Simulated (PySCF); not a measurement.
Molecule: 1-methoxypropane (CCCOC, C$_{4}$H$_{10}$O).

Bonds (- single, = double, # triple, : aromatic): C1-C2, C2-C3, C3-O4, O4-C5. C1 carries H6, H7, H8; C2 carries H9, H10; C3 carries H11, H12; C5 carries H13, H14, H15.

Frames of a GFN2-xTB Langevin trajectory at 300 K; GIAO PBE0/pcSseg-1 shieldings in PySCF 2.14, gas phase, non-relativistic; equivalent atoms averaged within each frame.

Scale: 13C (σref 186.93) and 1H (σref 31.72) vs TMS; H2O for 17O (σref 336.08) (reference shieldings calculated alike). The references are static minima.

How do the shifts (ppm) fluctuate along the trajectory?

Answers


```tsv
time (fs)	C3	C5	C2	C1	O4	H11/H12	H13/H14/H15	H9/H10	H6/H7/H8
optimised geometry	80.6	61.6	27.7	11.7	29.3	3.25	3.52	1.68	0.91
250	88.2	62.0	31.0	10.8	34.2	3.65	3.43	2.13	0.73
425	83.9	65.4	30.9	7.9	48.1	3.46	4.00	2.06	0.65
625	83.7	64.3	30.2	9.1	25.7	3.94	3.86	2.29	0.71
800	81.3	66.3	24.2	11.3	42.8	3.66	3.72	0.94	1.36
1000	80.5	60.1	28.0	16.6	21.8	3.24	3.69	1.03	1.20
mean of frames	83.5	63.6	28.9	11.1	34.5	3.59	3.74	1.69	0.93
standard deviation	3.0	2.5	2.9	3.3	11.1	0.26	0.21	0.65	0.32
```

5 frames give an uncertainty of the mean of about the standard deviation over 2.2 at best, since frames this close in time may not be independent; classical motion lacks zero-point vibration, and the reference would need the same averaging.
